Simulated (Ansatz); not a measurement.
**PNHO (quartet): wave-function methods side by side, def2-TZVPP**

An exercise on one series of results from a longer session: the logs are not shown, and one member is left open.

Program: Ansatz 0.2.0, Gaussian basis. Level of theory: def2-TZVPP, core rule «outside noble gas», up to 7 orbitals frozen. These are calculated values, not measurements.

The runs, in order: UHF; ROHF; CCSD(T) on UHF.

2 further runs of the same task are left out: 2 set aside as unsound or not needed.

**The system**

The geometry is a PBE0/def2-TZVP stationary point (not a proven minimum) of the parent state, kept for this charge and spin.

4 atoms, charge 0, spin multiplicity 4.

Atoms are counted from 1 here; the program's logs count them from 0.

Bond lengths: O1–N2 1.248 Å, N2–P3 1.668 Å, N2–H4 1.032 Å. Angles: O1–N2–P3 129.4°, O1–N2–H4 115.2°, P3–N2–H4 115.4°.

The first run:

The input, in.yaml:

```yaml
crystal:
  periodic: [false, false, false]
  atoms:
    - {symbol: O, position_ang: [0.000000, -0.293537, 1.564314]}
    - {symbol: N, position_ang: [0.000000, 0.402609, 0.528647]}
    - {symbol: P, position_ang: [0.000000, -0.076731, -1.069368]}
    - {symbol: H, position_ang: [0.000000, 1.422547, 0.684225]}
basis:
  gaussian: {orbitals: def2-TZVPP}
magnetization: {spin_polarized: true, initial_magnetization: 3}
hamiltonian: {xc: hf}
output: {orbitals: {seedname: orbitals}}
```

Command:

```
> ansatz run in.yaml --threads 1 --pin off --events-out ev --progress --plain --max-ram 4096MiB --backend cpu
```

Steps of the session up to this table: UHF; ROHF; CCSD(T) on UHF.

One table of the session follows, with a row left open; its other results are not shown here.

It belongs to the step «Misses and costs». 

| method | from UCCSD(T) (kJ/mol) |
| --- | --- |
| ROHF | +1487.6 |
| UHF | ? |
| UMP2 | +139.1 |
| UCCSD | +56.3 |
| UCCSD(T) | 0 |

Estimate the missing values for UHF.

**Answer.** from UCCSD(T) (kJ/mol): +1446.7. In the column «from UCCSD(T) (kJ/mol)» it lies between UMP2 (+139.1) and ROHF (+1487.6).
